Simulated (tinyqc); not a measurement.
Worked calculation: Pariser-Parr-Pople SCF with singles CI, for the molecule O=Cc1c[cH+]1 (SMILES; centres numbered as the heavy atoms are written). One step of it, computed by the program tinyqc.

Question. PPP integrals. Ohno: gamma = 14.399645/sqrt(R^2 + a^2), a = 2 x 14.399645/(gamma_rr + gamma_ss); H_rr = -W_r - sum_(s != r) z_s gamma_rs; H_rs = beta for bonds.

Centres (angstrom, eV; a flat drawing with bonds scaled to 1.40 angstrom):
```
centre          x          y  core charge z          W   gamma_rr
1O      -2.084000   0.387000              1  19.640000  14.090000
2C      -1.065000  -0.573000              1  11.930000  11.760000
3C       0.276000  -0.170000              1  11.930000  11.760000
4C       1.638000  -0.492000              1  11.930000  11.760000
5C       1.236000   0.849000              1  11.930000  11.760000
```

Resonance integrals (eV):
```
i  j       beta
1  2  -2.370000
2  3  -2.390000
3  4  -2.390000
4  5  -2.390000
5  3  -2.390000
```

Give: repulsion gamma_rs; core matrix H.

Answer.

repulsion gamma_rs (eV):
```
         1O       2C       3C       4C       5C
1O  14.0900   8.0482   5.3961   3.6150   4.0766
2C   8.0482  11.7600   7.7413   4.8508   4.8497
3C   5.3961   7.7413  11.7600   7.7435   7.7421
4C   3.6150   4.8508   7.7435  11.7600   7.7422
5C   4.0766   4.8497   7.7421   7.7422  11.7600
```

core matrix H (eV):
```
          1O        2C        3C        4C        5C
1O  -40.7758   -2.3700    0.0000    0.0000    0.0000
2C   -2.3700  -37.4200   -2.3900    0.0000    0.0000
3C    0.0000   -2.3900  -40.5530   -2.3900   -2.3900
4C    0.0000    0.0000   -2.3900  -35.8815   -2.3900
5C    0.0000    0.0000   -2.3900   -2.3900  -36.3406
```
